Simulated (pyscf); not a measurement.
`[OH][AlH][Cl]` + `[H][H]` → `[OH][AlH2]` + `[ClH]` (four-centre exchange; singlet surface; Al–Cl, H–H broken, Al–H, Cl–H formed). Optimised with ωB97X-D3(BJ)/def2-SVP in PySCF. Energies in kcal/mol from the separated reactants.

```csv
level,barrier,reaction energy
ωB97X-D3(BJ)/def2-TZVP,35.7,+38.3
r²SCAN/def2-TZVP,32.7,+38.3
B3LYP-D3(BJ)/def2-TZVP,34.7,+36.5
PBE0-D3(BJ)/def2-TZVP,31.9,+36.2
M06-2X/def2-TZVP,37.7,+39.4
ωB97M-D3(BJ)/def2-TZVP,35.7,+36.0
```

On the product side the descent ends in an adduct with a Al–Cl contact, 7.3 kcal/mol under the separated species and 4.8 kcal/mol under the saddle at ωB97X-D3(BJ)/def2-TZVP. At ωB97X-D3(BJ)/def2-TZVP, r²SCAN, B3LYP-D3(BJ), PBE0-D3(BJ), M06-2X, ωB97M-D3(BJ) the saddle lies under the separated products, which points to a path from their complex (located at ωB97X-D3(BJ) alone), and parting the products costs more than the saddle. What is counted as broken (Al–Cl) persists as a longer contact in the product adduct; parting that adduct is a step of its own. The same reactants have a lower exit, to H₂Al–Cl + H₂O (highest point, the separated products, at +30.1 kcal/mol at ωB97M-D3(BJ)/def2-TZVP, against +35.7 kcal/mol here). One saddle was located; it need not be the lowest between these sides.
